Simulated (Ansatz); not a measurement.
## Mo, bcc: geometry optimisation

Method: DFT, revPBE, plane waves (420 eV) with PAW, scalar-relativistic (Ansatz). The PAW files were generated under PBE, with cores re-solved for the functional.

k-point mesh 14×14×14, Fermi-Dirac smearing 0.1 eV, no spin polarisation. Cell and atoms relax.

Starting structure:

```xyz
1
Lattice="-1.5736 1.5736 1.5736 1.5736 -1.5736 1.5736 1.5736 1.5736 -1.5736" Properties=species:S:1:pos:R:3 pbc="T T T"
Mo    0.0000    0.0000    0.0000
```

Problem. What cell does the relaxation end in?

Solution. Im-3m with a = 3.173 Å; 15.97 Å³ per atom against 15.59 at the start (2.5 %).

Problem. How much energy does the relaxation gain?

Solution. 7.5 meV per atom.
